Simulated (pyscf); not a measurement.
**1,1-elimination: `[F][SiH]([F])[SiH3]` → `[SiH4]` + `[F][Si][F]` [singlet]**

Gas phase, singlet surface, charge 0. Bonds broken: Si1–Si2, Si2–H8. Bonds formed: Si1–H8. Single points on ωB97X-D3(BJ)/def2-SVP structures (PySCF, gas phase). MP2 and CC: frozen core, UHF for open shells. ΔMP2 is the change of the MP2 total energy from the triple- to the quadruple-zeta basis.

Transition state (Å):

```xyz
8

Si     0.3244     0.3406     1.0728
Si    -0.0523     0.0768    -1.2351
F      1.0927     0.3901    -2.3457
F     -1.4159     0.6934    -1.8688
H     -1.1067     0.5318     1.4225
H      1.2325     1.3289     1.7330
H      0.8170    -0.9930     1.5408
H      0.2876     1.4738    -0.2426
```

One imaginary mode, 585i cm⁻¹; descent along it reached the two sides named.

| bond | change | reactant side (Å) | saddle | product side |
|---|---|---|---|---|
| Si1–Si2 | breaks | 2.326 | 2.353 | 3.5 |
| Si2–H8 | breaks | 1.483 | 1.747 | 2.7 |
| Si1–H8 | forms | 3.3 | 1.737 | 1.495 |

Electronic energies relative to the reactant's lowest minimum found (eV):

```tsv
level	barrier	reaction energy	reverse barrier
ωB97X-D3(BJ)/def2-TZVP	2.57	+1.57	1.00
PBE/def2-TZVP	2.22	+1.27	0.95
r²SCAN/def2-TZVP	2.37	+1.50	0.88
B3LYP-D3(BJ)/def2-TZVP	2.45	+1.26	1.19
PBE0-D3(BJ)/def2-TZVP	2.40	+1.48	0.92
M06-2X/def2-TZVP	2.47	+1.30	1.17
ωB97M-D3(BJ)/def2-TZVP	2.42	+1.13	1.29
HF/def2-TZVP	2.98	+1.26	1.71
MP2/def2-QZVPP	2.59	+1.39	1.21
CCSD/def2-TZVPP	2.59	+1.27	1.32
CCSD(T)/def2-TZVPP	2.52	+1.27	1.25
CCSD(T)/def2-TZVPP + ΔMP2(QZVPP)	2.51	+1.31	1.20
```

With CCSD(T)/def2-TZVPP + ΔMP2(QZVPP) energies and thermal terms (ideal gas, 1 atm, RRHO with modes under 100 cm⁻¹ raised to 100, one conformer, R ln 2 for chiral ones without a mode under 150 cm⁻¹), in eV:

| T (K) | ΔH‡ | ΔG‡ | ΔH | ΔG |
|---|---|---|---|---|
| 298 | 2.44 | 2.47 | +1.23 | +0.83 |
| 600 | 2.42 | 2.51 | +1.19 | +0.43 |
| 900 | 2.40 | 2.57 | +1.14 | +0.06 |
| 1200 | 2.38 | 2.63 | +1.09 | -0.30 |

This is the saddle that the search found; another between the same sides may lie lower. The CCSD(T) − MP2 part came from Ansatz, without density fitting, on the same reference.
